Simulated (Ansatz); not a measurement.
Task: Name a neutral molecule of C, O, S and H with HOMO energy (ωB97M-V/def2-TZVPP) between -9.25 and -8.95 eV and HOMO energy (B3LYP/def2-TZVPP) between -6.80 and -6.50 eV (Ansatz, PBE0-D4/def2-TZVP geometry).

Result: `OC=S` (-8.95 eV, -6.52 eV); `C=C(O)S` (-9.02 eV, -6.62 eV); `O=CCS` (-9.25 eV, -6.77 eV); `OC(O)=S` (-9.09 eV, -6.64 eV); `OCC#CS` (-9.01 eV, -6.68 eV); `O=C1CSC1` (-9.15 eV, -6.68 eV). Other molecules can fit too; these were computed, each in one conformer that needn't be the lowest.

B3LYP here is the variant with VWN-RPA as its local correlation; programs differ in this.
